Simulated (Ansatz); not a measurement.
Input file:

```yaml
crystal:
  periodic: [false, false, false]
  atoms:
    - {symbol: Si, position_ang: [0.000000, 0.000000, 0.000000]}
    - {symbol: P, position_ang: [0.000000, 0.000000, 2.399000]}
basis:
  gaussian: {orbitals: 6-31G, fitting: {mean_field: def2-universal-jkfit}}
total_charge: 1
magnetization: {spin_polarized: false}
hamiltonian: {pseudopotentials: {relativity: none}}
correlation: {method: mp2, electrons: all}
scf: {lower_state_search: light}
output: {forces: true}
```

```sh
$ ansatz run in.yaml --threads 1 --pin off --events-out ev --progress --plain --max-ram 2393MiB
```

The program prints:

```
256 factors; integrals over basis functions are off by at most 6.3e-4 eV
mean field evaluation 1: about -17120.1374 eV, gradient 1.2e1 eV
mean field evaluation 2: about -17120.6072 eV, gradient 8.4e0 eV
mean field evaluation 4: about -17120.9674 eV, gradient 3.4e-1 eV
mean field evaluation 8: about -17101.4221 eV, gradient 3.3e1 eV
mean field evaluation 16: about -17118.7416 eV, gradient 9.2e-7 eV
mean field evaluation 32: about -17120.9714 eV, gradient 2.3e-6 eV
mean field -17120.97136296 eV, -629.1840925775 hartree, gradient 6.5e-7 eV, S^2 0.000000; 5 other end points of the search recorded, 0 dependent functions left out; unrestricted orbitals would lower it
mean field evaluation 64: about -17121.8840 eV, gradient 1.2e0 eV
reference -17120.97136296 eV, -629.1840925775 hartree; 14, 14 occupied and 12, 12 virtual orbitals, 256 factors
second order -2.39466842 eV of doubles, -0.00000000 eV of singles
the calculation of the forces begins
Total energy: -17123.36603138 eV, -629.2720950188 hartree
Atom 0 at     0.000000     0.000000     0.000000 Å, force     0.000000    -0.000000     0.250819 eV/Å
Atom 1 at     0.000000     0.000000     2.399000 Å, force    -0.000000     0.000000    -0.250819 eV/Å
Dipole moment:     0.000000     0.000000    -0.340321 e Å
```

Forces (eV/Å):
```
Si   0.000  0.000  0.251
P    0.000  0.000 -0.251
```

Ran on 1 thread of AMD EPYC 9R45, shared host: 0.21 s wall, 0.14 GiB peak host memory.
